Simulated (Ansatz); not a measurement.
Relaxing titanium (hcp)

All numbers below come from DFT, PBE, plane waves (420 eV) with PAW, scalar-relativistic in Ansatz 0.2.0.

k-point mesh 12×12×7, Fermi-Dirac smearing 0.05 eV, starting moments 1.00 ×2 μB. Cell and atoms relax.

Starting structure:

```yaml
crystal:
  lattice:
    - [2.95000, 0.00000, 0.00000]
    - [-1.47500, 2.55477, 0.00000]
    - [0.00000, 0.00000, 4.68600]
  atoms:
    - { symbol: Ti, position: [0.33333, 0.66667, 0.25000] }
    - { symbol: Ti, position: [0.66667, 0.33333, 0.75000] }
```

Problem. What cell does the relaxation end in?

Solution. P6_3/mmc with a = 2.939 Å, c = 4.652 Å (c/a = 1.583); 17.40 Å³ per atom against 17.66 at the start (-1.5 %).

Problem. How much energy does the relaxation gain?

Solution. 1.4 meV per atom.

Path of the relaxation (the plane waves are chosen anew near the end, which can shift the energy a little):

| step | E − E(final) (meV/atom) | V (Å³/atom) | P (GPa) | max force (eV/Å) |
| --- | --- | --- | --- | --- |
| 0 | 1.40 | 17.658 | -1.62 | 0.000 |
| 1 | -0.01 | 17.415 | -0.11 | 0.000 |
| 2 | -0.02 | 17.397 | 0.01 | 0.000 |
| 3 | 0.00 | 17.397 | 0.01 | 0.000 |

Problem. Which magnetic state does it end in?

Solution. non-magnetic.
